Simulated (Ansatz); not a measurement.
Born–Oppenheimer molecular dynamics of BClH3N (6 atoms, charge 0, multiplicity 1). It starts from a relaxed structure.

Computed with RKS PBE-D4/def2-SVP (Ansatz 0.2.0).

```
ensemble                      : NVE (Milne-controlled integrator)
time step                     : 1 fs
steps asked                   : 300
starting velocities drawn for : 1000 K
seed                          : 279149
```

First frame:

```xyz
6
Properties=species:S:1:pos:R:3
B 0.049 -0.056 -0.054
H -0.020 -0.557 1.048
N 1.255 -0.017 -0.753
H 2.118 -0.404 -0.371
H 1.351 0.395 -1.683
Cl -1.420 0.638 -0.782
```

Problem. How far do the bonds stretch over the last three quarters of this one trajectory? (Pairs bonded in most of those frames.)

Solution. 
```csv
bond,mean (Å),spread (Å),shortest,longest
B1–H2,1.215,0.010,1.19,1.24
B1–N3,1.402,0.037,1.33,1.48
B1–Cl6,1.784,0.040,1.70,1.86
N3–H4,1.026,0.020,0.98,1.07
N3–H5,1.027,0.021,0.98,1.08
```

Mean temperature of the second half: 502 K. The conserved energy stayed within 0.25 meV per atom of its start (net change -0.08 meV per atom), so the integration is sound. Over the second half the temperature averaged 0.50 of the 1000 K drawn at the start: a run that starts near a minimum puts about half its kinetic energy into the potential. A run of 0.3 ps of so small a system gives no equilibrium averages.

The run took 3.9 min on 1 thread of AMD EPYC 7R13 Processor (Zen 3) (shared host), peak memory 0.12 GiB.
